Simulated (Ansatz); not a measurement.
**Hydrogen abstraction**

Start structure (SiH5O, doublet), relaxed at PBE0-D4/def2-TZVP:

H1  (-0.557, -0.483, 0.778)
Si2  (0.367, 0.397, 0.028)
O3  (0.153, 0.028, -1.563)
H4  (-2.454, -2.418, 2.189)
H5  (0.047, 1.824, 0.310)
H6  (1.769, 0.149, 0.466)
H7  (0.676, 0.505, -2.208)
(Å)

The step: SiH₄O ([OH][SiH3]) + H → SiH₃O ([OH][SiH2]) + H₂; bonds formed: H1–H4; bonds broken: H1–Si2. Computed with Ansatz 0.2.0 (basis: def2-TZVPP and def2-QZVPP); correlated methods freeze the cores; orbitals are unrestricted. Extrapolation: Hartree–Fock as exp(−7.88 √X), correlation as X^−2.97. Energies below are by CCSD(T) at an estimated basis limit (MP2 extrapolated from triple and quadruple zeta, plus CCSD(T) − MP2 in triple zeta).

Q: What are the electronic barrier and the energy of the step, from the start structure to the end structure? (Judge from chemistry; the value comes from the calculation.)

A: By the calculation: Barrier 0.242 eV; step energy -0.507 eV (downhill); reverse barrier, their difference, 0.749 eV. Barrier and step energy count from the start structure, the reverse barrier from the end structure.

The saddle point: One imaginary mode of 750i cm⁻¹.
```csv
pair,start (Å),saddle (Å),end (Å)
H1–H4,3.06,1.26,0.75
H1–Si2,1.48,1.56,3.32
```

Zero-point energy (harmonic, PBE0-D4): ZPE is 1.051 eV at the start and 1.011 eV at the saddle, so the barrier goes from 0.242 to 0.202 eV.

T1 diagnostic: at most 0.015. ⟨S²⟩ of the unrestricted Hartree–Fock references: 0.75 to 0.76 (a pure state has 0.75).

Radical steps of this kind take place in plasma deposition and etching.

Labels in which every atom is bracketed show which atoms are joined, not bond orders.

For scale, one of the runs: CCSD(T)/def2-TZVPP, 143 basis functions, launched by `ansatz run in.yaml --threads 2 --pin off --events-out ev --progress --plain --max-ram 4352MiB`. Hardware: 2 CPU threads of an Arm Neoverse V2, shared host. Wall time 25 s; peak host memory 1.8 GiB.
